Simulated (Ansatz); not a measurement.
Si2C (the lowest singlet isomer of a short search). The state is a singlet with charge 0. Geometry PBE0-D4/def2-TZVP, basis def2-TZVP, Ansatz.

```xyz
3

Si    0.971   -0.626   -0.945
Si   -0.959    1.010    0.536
C    -0.011   -0.384    0.409
```

```tsv
run	HOMO (eV)	LUMO (eV)
A	-6.29	-3.22
B	-7.29	-2.49
C	-6.94	-2.63
D	-6.69	-2.92
E	-7.16	-2.52
F	-9.37	0.50
```

B3LYP takes the VWN-RPA correlation. The structure comes from a short search, and lower isomers may exist.

Task: The runs used B3LYP, HF, PBE0, r2SCAN, r2SCAN0, r2SCANh. Estimate which is which.

Result: A r2SCAN (0 % exact exchange); B r2SCAN0 (25 % exact exchange); C B3LYP (20 % exact exchange); D r2SCANh (10 % exact exchange); E PBE0 (25 % exact exchange); F HF (100 % exact exchange). Exact exchange lowers occupied and raises empty levels; among semilocal functionals meta-GGAs tend to open the gap a little, and such runs are hard to tell apart. The gap grows from 3.07 eV (r2SCAN) to 9.88 eV (HF).
